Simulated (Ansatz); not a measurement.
**Structural energy differences of rubidium**

Level of theory: DFT, LDA (PW92), plane waves (420 eV) with PAW, scalar-relativistic (Ansatz). The PAW files were generated under PBE, with cores re-solved for the functional.

Each structure is relaxed within its own symmetry, so a high-lying one may be dynamically unstable.

```json
{"structure": "dhcp", "ΔE (meV/atom)": "-1", "V (Å³/atom)": "78.08", "cell": "a = 4.780 Å, c = 15.785 Å (c/a = 3.302)", "magnetic state": "spin not included"}
{"structure": "hcp", "ΔE (meV/atom)": "-1", "V (Å³/atom)": "78.10", "cell": "a = 4.782 Å, c = 7.886 Å (c/a = 1.649)", "magnetic state": "spin not included"}
{"structure": "fcc", "ΔE (meV/atom)": "-1", "V (Å³/atom)": "78.39", "cell": "a = 6.794 Å", "magnetic state": "spin not included"}
{"structure": "bcc", "ΔE (meV/atom)": "0", "V (Å³/atom)": "77.51", "cell": "a = 5.372 Å", "magnetic state": "spin not included"}
{"structure": "A15", "ΔE (meV/atom)": "7", "V (Å³/atom)": "78.73", "cell": "a = 8.572 Å", "magnetic state": "spin not included"}
{"structure": "omega (AlB2-type)", "ΔE (meV/atom)": "7", "V (Å³/atom)": "78.28", "cell": "a = 7.684 Å, c = 4.593 Å (c/a = 0.598)", "magnetic state": "spin not included"}
{"structure": "simple cubic", "ΔE (meV/atom)": "98", "V (Å³/atom)": "84.88", "cell": "a = 4.395 Å", "magnetic state": "spin not included"}
{"structure": "diamond", "ΔE (meV/atom)": "278", "V (Å³/atom)": "117.59", "cell": "a = 9.798 Å", "magnetic state": "spin not included"}
```

ΔE counts from bcc.

Differences under about 8 meV lie within the error of the k-point mesh.
